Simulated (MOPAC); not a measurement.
MOPAC input (PM3):

```
PM3 1SCF CHARGE=-1 GEO-OK AUX(PRECISION=9) THREADS=1
C2H4Cl

C    -0.01183665 1    0.99144419 1    0.16305088 1
C     1.48020722 1    0.71088388 1    0.05518583 1
Cl   -0.83320109 1   -0.80067899 1   -0.03691672 1
H    -0.32290259 1    1.38674071 1   -0.81937582 1
H     1.98476567 1    1.68889719 1    0.00569105 1
H     1.86225212 1    0.20273138 1    0.94920951 1
H     1.83008002 1    0.11920500 1   -0.81736090 1
```

Output:

```
 *******************************************************************************
 **                                                                           **
 **                              MOPAC v23.2.5                                **
 **                                                                           **
 *******************************************************************************
 ** MOPAC's Digital Object Identifier: https://doi.org/10.5281/zenodo.6511958 **
 **                                                                           **
 ** Please cite the open-source release paper for use of this MOPAC version:  **
 ** J. E. Moussa and J. J. P. Stewart (2026)                                  **
 ** MOPAC: An open-source semiempirical molecular orbital program             **
 ** J. Open Source Softw., 11(119), 8025, https://doi.org/10.21105/joss.08025 **
 *******************************************************************************

                              PM3 CALCULATION RESULTS

 *******************************************************************************
 *  PM3        - The PM3 Hamiltonian to be used
 *  GEO-OK     - OVERRIDE INTERATOMIC DISTANCE AND OTHER SAFETY CHECKS
 *
 *
 *
 *                 CHARGE ON SYSTEM = -1
 *
 *
 *
 *  1SCF       - DO 1 SCF AND THEN STOP
 *  AUX        - OUTPUT AUXILIARY INFORMATION
 *******************************************************************************
PM3 1SCF CHARGE=-1 GEO-OK AUX(PRECISION=9) THREADS=1
 C2H4Cl

   ATOM   CHEMICAL          X               Y               Z
  NUMBER   SYMBOL      (ANGSTROMS)     (ANGSTROMS)     (ANGSTROMS)

     1       C         -0.01183665  *   0.99144419  *   0.16305088  *
     2       C          1.48020722  *   0.71088388  *   0.05518583  *
     3      Cl         -0.83320109  *  -0.80067899  *  -0.03691672  *
     4       H         -0.32290259  *   1.38674071  *  -0.81937582  *
     5       H          1.98476567  *   1.68889719  *   0.00569105  *
     6       H          1.86225212  *   0.20273138  *   0.94920951  *
     7       H          1.83008002  *   0.11920500  *  -0.81736090  *

          CARTESIAN COORDINATES

    NO.       ATOM           X           Y           Z

     1         C         -0.0118      0.9914      0.1631
     2         C          1.4802      0.7109      0.0552
     3        Cl         -0.8332     -0.8007     -0.0369
     4         H         -0.3229      1.3867     -0.8194
     5         H          1.9848      1.6889      0.0057
     6         H          1.8623      0.2027      0.9492
     7         H          1.8301      0.1192     -0.8174

  H: (PM3): J. J. P. STEWART, J. COMP. CHEM. 10, 209 (1989).
  C: (PM3): J. J. P. STEWART, J. COMP. CHEM. 10, 209 (1989).
 Cl: (PM3): J. J. P. STEWART, J. COMP. CHEM. 10, 209 (1989).

           Empirical Formula: C2 H4 Cl  =     7 atoms

      MOLECULAR POINT GROUP   :   C1

      RHF CALCULATION, NO. OF DOUBLY OCCUPIED LEVELS = 10

 -------------------------------------------------------------------------------
 PM3 1SCF CHARGE=-1 GEO-OK AUX(PRECISION=9) THREADS=1
 C2H4Cl

     1SCF WAS SPECIFIED, SO BFGS WAS NOT USED
     SCF FIELD WAS ACHIEVED

                              PM3 CALCULATION
                                                       MOPAC v23.2.5 Linux

          FINAL HEAT OF FORMATION =          8.14622 KCAL/MOL =      34.08377 KJ/MOL

          COSMO AREA              =         96.99 SQUARE ANGSTROMS
          COSMO VOLUME            =         81.05 CUBIC ANGSTROMS

          IONIZATION POTENTIAL    =          1.974774 EV
          HOMO LUMO ENERGIES (EV) =         -1.975  7.318
          NO. OF FILLED LEVELS    =         10
          MOLECULAR WEIGHT        =         63.5066         POINT GROUP:  C1

          MOLECULAR DIMENSIONS (Angstroms)

            Atom       Atom       Distance
            H     5   Cl     3     3.76042
            H     4    H     6     2.92256
            H     7    C     1     1.91751

          SCF CALCULATIONS        =          1

   ATOM   CHEMICAL          X               Y               Z
  NUMBER   SYMBOL      (ANGSTROMS)     (ANGSTROMS)     (ANGSTROMS)

     1       C         -0.01183665  *   0.99144419  *   0.16305088  *
     2       C          1.48020722  *   0.71088388  *   0.05518583  *
     3      Cl         -0.83320109  *  -0.80067899  *  -0.03691672  *
     4       H         -0.32290259  *   1.38674071  *  -0.81937582  *
     5       H          1.98476567  *   1.68889719  *   0.00569105  *
     6       H          1.86225212  *   0.20273138  *   0.94920951  *
     7       H          1.83008002  *   0.11920500  *  -0.81736090  *

                             CARTESIAN COORDINATES

   1    C       -0.011836650     0.991444190     0.163050880
   2    C        1.480207220     0.710883880     0.055185830
   3   Cl       -0.833201090    -0.800678990    -0.036916720
   4    H       -0.322902590     1.386740710    -0.819375820
   5    H        1.984765670     1.688897190     0.005691050
   6    H        1.862252120     0.202731380     0.949209510
   7    H        1.830080020     0.119205000    -0.817360900

           Empirical Formula: C2 H4 Cl  =     7 atoms

      MOLECULAR POINT GROUP   :   C1

                  EIGENVALUES
 -48.63439 -26.08511 -14.75552  -9.17254  -9.03521  -7.21003  -5.61593  -4.88304
  -4.64798  -1.97477   7.31804   8.96952   9.40712   9.48053  10.42098  10.88530

              NET ATOMIC CHARGES AND DIPOLE CONTRIBUTIONS

  ATOM NO.   TYPE          CHARGE      No. of ELECS.   s-Pop       p-Pop
    1          C          -0.291463        4.2915     1.59950     2.69196
    2          C          -0.122469        4.1225     1.15553     2.96694
    3         Cl          -0.503429        7.5034     1.98818     5.51525
    4          H          -0.065517        1.0655     1.06552
    5          H          -0.004764        1.0048     1.00476
    6          H           0.008084        0.9919     0.99192
    7          H          -0.020442        1.0204     1.02044
 DIPOLE           X         Y         Z       TOTAL
 POINT-CHG.     0.617    -0.690     0.251     0.959
 HYBRID         1.072    -0.586    -1.761     2.143
 SUM            1.689    -1.276    -1.510     2.601

          ATOMIC ORBITAL ELECTRON POPULATIONS

     Atom    s        px        py        pz
    1  C   1.59950   0.84185   0.61034   1.23977
    2  C   1.15553   1.05673   0.95015   0.96007
    3 Cl   1.98818   1.91569   1.60674   1.99282
    4  H   1.06552
    5  H   1.00476
    6  H   0.99192
    7  H   1.02044

 **********************
 *                    *
 * JOB ENDED NORMALLY *
 *                    *
 **********************

 == MOPAC DONE ==
```

The dipole moment of an ion depends on the origin.
